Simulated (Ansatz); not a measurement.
in.yaml

```yaml
crystal:
  periodic: [false, false, false]
  atoms:
    - {symbol: Al, position_ang: [0.000000, 0.000000, 0.160400]}
    - {symbol: Ga, position_ang: [0.000000, 0.000000, -1.942600]}
    - {symbol: H, position_ang: [0.000000, 0.000000, 1.782200]}
basis:
  gaussian: {orbitals: 6-31G}
magnetization: {spin_polarized: false, initial_magnetization: 1}
correlation: {method: ccsd_t, electrons: outside_noble_gas}
output: {forces: true}
```

```sh
$ ansatz run in.yaml --threads 1 --pin off --events-out ev --progress --plain --max-ram 2393MiB
```

The program prints:

```
420 factors; integrals over basis functions are off by at most 1.4e-4 eV
mean field evaluation 1: about -58919.4676 eV, gradient 7.6e0 eV
mean field evaluation 2: about -58919.4842 eV, gradient 7.7e0 eV
mean field evaluation 4: about -58920.0179 eV, gradient 1.5e0 eV
mean field evaluation 8: about -58920.0419 eV, gradient 2.2e-1 eV
mean field evaluation 16: about -58919.9261 eV, gradient 2.5e0 eV
mean field evaluation 32: about -58917.9999 eV, gradient 2.3e-6 eV
mean field evaluation 64: about -58918.0024 eV, gradient 3.0e-2 eV
mean field evaluation 96: about -58919.4881 eV, gradient 5.5e-1 eV
mean field evaluation 128: about -58918.1388 eV, gradient 1.3e0 eV
mean field evaluation 160: about -58919.4999 eV, gradient 1.5e0 eV
...
mean field evaluation 928: about -58920.0715 eV, gradient 3.6e-3 eV
mean field evaluation 960: about -58920.4334 eV, gradient 1.1e-1 eV
mean field evaluation 992: about -58920.3117 eV, gradient 9.3e-1 eV
mean field evaluation 1024: about -58920.2265 eV, gradient 3.9e-1 eV
mean field evaluation 1056: about -58920.0437 eV, gradient 1.3e-3 eV
mean field evaluation 1088: about -58920.0437 eV, gradient 6.3e-5 eV
determinant -58920.04366887 eV, -2165.2716673909 hartree, with singles and doubles -58922.18096270 eV, -2165.3502114906 hartree
determinant -58919.47525040 eV, -2165.2507783976 hartree, with singles and doubles -58921.63845697 eV, -2165.3302747728 hartree
determinant -58917.99992138 eV, -2165.1965610561 hartree, with singles and doubles -58920.31258160 eV, -2165.2815497515 hartree
determinant -58920.04366887 eV, -2165.2716673909 hartree, with singles and doubles -58922.19353364 eV, -2165.3506734639 hartree
determinant -58919.47525040 eV, -2165.2507783976 hartree, with singles and doubles -58921.65540350 eV, -2165.3308975463 hartree
unrestricted determinant -58920.43489844 eV, -2165.2860448126 hartree, S^2 1.5770
19 core orbitals not correlated: weight in the atoms' cores, before any rotation towards them, 0.996 or more for the frozen orbitals, at most 0.002 for the correlated occupied ones
reference -58920.04366887 eV, -2165.2716673909 hartree; 4, 3 occupied and 21, 22 virtual orbitals, 420 factors
second order -1.44937369 eV of doubles, -0.01227457 eV of singles
cycle   1  -2.14986539 eV  change   -6.2e-7 eV  update   2.9e-6
cycle   2  -2.14986608 eV  change   -6.9e-7 eV  update   1.9e-6
cycle   3  -2.14986636 eV  change   -2.9e-7 eV  update   6.8e-7
cycle   4  -2.14986624 eV  change    1.2e-7 eV  update   2.6e-7
perturbative correction -0.05077896 eV, -0.0018660922 hartree
the calculation of the forces begins
Total energy: -58922.24431406 eV, -2165.3525396102 hartree
Atom 0 at     0.000000     0.000000     0.160400 Å, force    -0.000000     0.000000     7.244406 eV/Å
Atom 1 at     0.000000     0.000000    -1.942600 Å, force     0.000000    -0.000000    -7.687104 eV/Å
Atom 2 at     0.000000     0.000000     1.782200 Å, force     0.000000     0.000000     0.442698 eV/Å
Dipole moment:     0.000000     0.000000     0.226141 e Å
```

Forces (eV/Å):
```
Al   0.000  0.000  7.244
Ga   0.000  0.000 -7.687
H    0.000  0.000  0.443
```

For the same geometry and basis full CI lies 30.6 meV lower.

Ran on 1 thread of Arm Neoverse V2, shared host: 9 s wall, 0.1 GiB peak host memory.
